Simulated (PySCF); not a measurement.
**TDDFT excited states: C3O2**

Species: carbon suboxide, C3O2.
SMILES: `O=C=C=C=O`

Computed with TDDFT CAM-B3LYP/aug-cc-pVTZ, vertical, gas phase, core orbitals frozen in the response (PySCF). Geometry: PBE0-D3(BJ)/def2-TZVP; no solvent, vibrations or thermal averaging.

Task: List the vertical singlet excitations with oscillator strengths and describe the spectrum.

Result: 

```json
{"state": "S1", "E (eV)": "4.36", "λ (nm)": "284.4", "ν̃ (cm⁻¹)": "35160", "f": "0.0000", "|μ| (D)": "0.00", "symmetry": "–", "main configurations (H = HOMO, L = LUMO)": "H-1/H→L/L+1 (98%)"}
{"state": "S2", "E (eV)": "4.55", "λ (nm)": "272.6", "ν̃ (cm⁻¹)": "36680", "f": "0.0000", "|μ| (D)": "0.00", "symmetry": "–", "main configurations (H = HOMO, L = LUMO)": "H-1/H→L/L+1 (≥86%)"}
{"state": "S3", "E (eV)": "4.55", "λ (nm)": "272.6", "ν̃ (cm⁻¹)": "36680", "f": "0.0000", "|μ| (D)": "0.00", "symmetry": "–", "main configurations (H = HOMO, L = LUMO)": "H-1/H→L/L+1 (≥86%)"}
{"state": "S4", "E (eV)": "7.06", "λ (nm)": "175.6", "ν̃ (cm⁻¹)": "56940", "f": "0.019", "|μ| (D)": "0.85", "symmetry": "Πu", "main configurations (H = HOMO, L = LUMO)": "H-1/H→L+2 (≥95%)"}
{"state": "S5", "E (eV)": "7.06", "λ (nm)": "175.6", "ν̃ (cm⁻¹)": "56940", "f": "0.019", "|μ| (D)": "0.85", "symmetry": "Πu", "main configurations (H = HOMO, L = LUMO)": "H-1/H→L+2 (≥95%)"}
{"state": "S6", "E (eV)": "8.09", "λ (nm)": "153.2", "ν̃ (cm⁻¹)": "65280", "f": "0.0000", "|μ| (D)": "0.00", "symmetry": "–", "main configurations (H = HOMO, L = LUMO)": "H-1/H→L+3 (≥90%)"}
{"state": "S7", "E (eV)": "8.09", "λ (nm)": "153.2", "ν̃ (cm⁻¹)": "65280", "f": "0.0000", "|μ| (D)": "0.02", "symmetry": "–", "main configurations (H = HOMO, L = LUMO)": "H-1/H→L+3 (≥90%)"}
{"state": "S8", "E (eV)": "8.35", "λ (nm)": "148.5", "ν̃ (cm⁻¹)": "67330", "f": "0.0000", "|μ| (D)": "0.01", "symmetry": "–", "main configurations (H = HOMO, L = LUMO)": "H-1/H→L+5 (≥48%), H-1/H→L+4 (≥48%)"}
{"state": "S9", "E (eV)": "8.35", "λ (nm)": "148.5", "ν̃ (cm⁻¹)": "67330", "f": "0.0000", "|μ| (D)": "0.01", "symmetry": "–", "main configurations (H = HOMO, L = LUMO)": "H-1/H→L+4 (≥48%), H-1/H→L+5 (≥48%)"}
```

Triplets (Tamm–Dancoff): T1 3.84 eV, H-1/H→L/L+1 (98%); T2 4.08 eV, H-1/H→L/L+1 (≥80%); T3 4.08 eV, H-1/H→L/L+1 (≥80%).

The lowest singlet lies at 4.36 eV (284 nm, ultraviolet) and is dark (f under 0.0005); its leading configuration is HOMO-1/HOMO→LUMO/LUMO+1 (98%). The strongest level in the table is S4/S5 at 7.06 eV (176 nm, f = 0.038 summed). S2/S3, S4/S5, S6/S7 and S8/S9 lie within about 0.01 eV of each other in each set; the point group D∞h has degenerate representations, and within a degenerate level the listed configurations can mix freely. Löwdin shares by element: HOMO (one of a set within 0.03 eV) carbon 51% or more, oxygen 35%; LUMO (one of a set within 0.03 eV) carbon 50% or more, oxygen 36%. Orbital energies (eV): HOMO-3 -14.76, HOMO-2 -14.76, HOMO-1 -9.68, HOMO -9.68, LUMO -0.75, LUMO+1 -0.75, LUMO+2 0.42. Of the 9 states listed, 2 reach f = 0.01 and 7 stay under 0.0005. The listed states span 3.99 eV, and the widest gap between neighbours is 2.51 eV (S3 to S4). Symmetry labels in D∞h follow from the direction of the transition dipole and are given only for states with f of 0.002 or more. Orbitals of the list HOMO-3 to LUMO+2 that lie within 0.01 eV of each other are written together with a slash and their weights summed (≥ marks a lower bound); for degenerate orbitals outside that list single weights are arbitrary. Only the lowest 10 singlets were computed, as vertical energies without vibronic structure. The highest level found (8.40 eV, f 0.0000 so far) is left out, since the window may have cut off a degenerate partner.
